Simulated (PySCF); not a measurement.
**PH3: calculation against experiment**

**What was measured.**

NIST CCCBDB Release 22 (SRD 101), experimental dipoles lists, for the gas: dipole moment (microwave Stark effect) 0.58 D.

The runs below try to reproduce these values; the comparison stands at the end.

Compound: PH3.
Numbering: `[PH3:1]` (hydrogens: H2, H3, H4 on P1)

Structure used (PBE0-D3(BJ)/def2-SVP), in Å, numbered top down from 1:
```xyz
4
PH3 angstrom
P      0.0256   -0.0410    0.4763
H     -0.5990    1.0211   -0.2472
H      1.1993   -0.0042   -0.3374
H     -0.5896   -1.0495   -0.3272
```

Runs made with PySCF (gas phase, on this PBE0-D3(BJ)/def2-SVP geometry; no spin–orbit coupling):

```json
{"level": "PBE0-D3(BJ)/def2-SVP, grid level 1", "job": "geometry optimisation from a GFN2-xTB start shaken at random", "basis functions": "33", "wall time": "0.91 s"}
```

Hardware: an Intel Xeon 6975P-C with one thread, no GPU (shared host).

**Comparison with experiment**

**Dipole moment.** Measured: 0.58 D (NIST CCCBDB Release 22 (SRD 101), experimental dipoles).

```csv
level,computed (D),computed − measured (D),% (from the printed values)
PBE0-D3(BJ)/def2-SVP,0.91,+0.33,+57
```

The computed dipoles belong to one fixed geometry; measured ones are averaged over vibrations unless marked μe. Magnitudes are compared, not signs.

No measured geometry was used, and the causes of the misses weren't examined.
